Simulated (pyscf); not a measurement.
A first-order saddle from PySCF, ωB97X-D3(BJ)/def2-SVP:

```xyz
7

Sn     0.1505     0.8795    -0.5322
H      1.4013     0.4907    -1.6317
H      0.7585     1.6375     0.8634
H     -1.0707     1.8181    -1.2755
O     -0.6675    -0.8641     0.2894
H     -0.9091    -1.6207     1.4277
H     -1.0704    -1.4332    -0.3900
```
Charge 0, spin multiplicity 2.

Surface: doublet, charge 0. Lowest wavenumbers (cm⁻¹): 1492i, 129, 187, 334, 423.

Problem. Which two sides does it connect, and which bonds change?

Solution. SnH₃• + H₂O ⇌ HO–SnH₃ + H•, a substitution at O read from left to right: H–O broken and O–Sn formed. At CCSD(T)/def2-TZVPP + ΔMP2(QZVPP) it lies +39.4 kcal/mol from the left side and +9.4 kcal/mol from the right (each side as separated species at their lowest minima found). This is the saddle that the search found; another between the same sides may lie lower. The angle at the attacked O is 148°. The CCSD(T) − MP2 part came from Ansatz, without density fitting, on the same reference. The frozen core leaves the outer d or s,p core shells of the metals and heavy elements correlated in the MP2 and CC values, and def2-TZVPP describes them poorly, which can shift differences by a few kcal/mol. Elements past Kr carry the def2 core potentials, without spin-orbit coupling.
